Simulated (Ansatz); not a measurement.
# PH₄+ (singlet): from Hartree-Fock to the top rungs, cc-pVDZ

Aim: climb from Hartree-Fock through coupled cluster and multireference methods for PH₄+ (singlet) at one geometry and basis, and see what each rung misses.

Program: Ansatz 0.2.0, Gaussian basis. Level of theory: cc-pVDZ, core rule «outside noble gas», up to 5 orbitals frozen. These are calculated values, not measurements.

Plan: UHF; CCSD(T) on RHF; BCCD(T) on RHF; CISD; CCSDT(Q) on RHF; CASSCF and MRCISD+Q, 8 electrons in 8 orbitals; CASSCF and NEVPT2, 8 electrons in 8 orbitals.

15 further runs of the same task are left out: 4 that didn't finish, 11 set aside as unsound or not needed.

## 1. The geometry

The geometry is a PBE0/def2-TZVP stationary point (not a proven minimum) of the parent state, kept for this charge and spin.

5 atoms, charge 1, spin multiplicity 1.

Atoms are counted from 1 here; the program's logs count them from 0.

Bond lengths: P1–H2 1.519 Å, P1–H3 1.410 Å, P1–H4 1.410 Å, P1–H5 1.519 Å. Angles: H2–P1–H3 92.8°, H2–P1–H4 92.8°, H2–P1–H5 171.2°, H3–P1–H4 99.8°, H3–P1–H5 92.8°, H4–P1–H5 92.8°.

## 2. UHF

Input file in.yaml:

```yaml
crystal:
  periodic: [false, false, false]
  atoms:
    - {symbol: P, position_ang: [0.045627, 0.000000, 0.000000]}
    - {symbol: H, position_ang: [0.161577, 0.000000, -1.514668]}
    - {symbol: H, position_ang: [-0.862630, 1.078238, 0.000000]}
    - {symbol: H, position_ang: [-0.862630, -1.078238, 0.000000]}
    - {symbol: H, position_ang: [0.161577, 0.000000, 1.514668]}
basis:
  gaussian: {orbitals: cc-pVDZ}
total_charge: 1
magnetization: {spin_polarized: true, initial_magnetization: 0}
hamiltonian: {xc: hf}
output: {orbitals: {seedname: orbitals}}
```

Run with:

```sh
> ansatz run in.yaml --threads 1 --pin off --events-out ev --progress --plain --max-ram 2393MiB
```

After this run come: CCSD(T) on RHF; BCCD(T) on RHF; CISD; CCSDT(Q) on RHF; CASSCF and MRCISD+Q, 8 electrons in 8 orbitals; CASSCF and NEVPT2, 8 electrons in 8 orbitals.

Q: Predict the results of all the runs planned. Wanted: RCCSDT(Q) below the RHF energy; RMP2 from RCCSDT(Q); RCCSD from RCCSDT(Q); RCCSD(T) from RCCSDT(Q); NEVPT2 valence from RCCSDT(Q); MRCISD+Q valence from RCCSDT(Q); T1 diagnostic; effectively unpaired electrons.

The runs gave:

| quantity | value |
| --- | --- |
| RCCSDT(Q) below the RHF energy | -4.8463 eV |
| RMP2 from RCCSDT(Q) | +23.85 kcal/mol |
| RCCSD from RCCSDT(Q) | +3.32 kcal/mol |
| RCCSD(T) from RCCSDT(Q) | +0.62 kcal/mol |
| NEVPT2 valence from RCCSDT(Q) | +16.96 kcal/mol |
| MRCISD+Q valence from RCCSDT(Q) | +0.33 kcal/mol |
| levels within 1 kcal/mol (43 meV) | RCCSD(T), BCCD(T), RCCSDT, MRCISD+Q valence |
| T1 diagnostic | 0.014 |
| effectively unpaired electrons | 0.05 |

In words: RCCSD(T) lands +0.62 kcal/mol from the yardstick (0.6 % of the correlation energy). One determinant dominates. Of the multireference levels listed MRCISD+Q valence comes nearest in total energy (+0.33 kcal/mol), which doesn't show that its space is the better one. These misses are within one basis, not against nature.
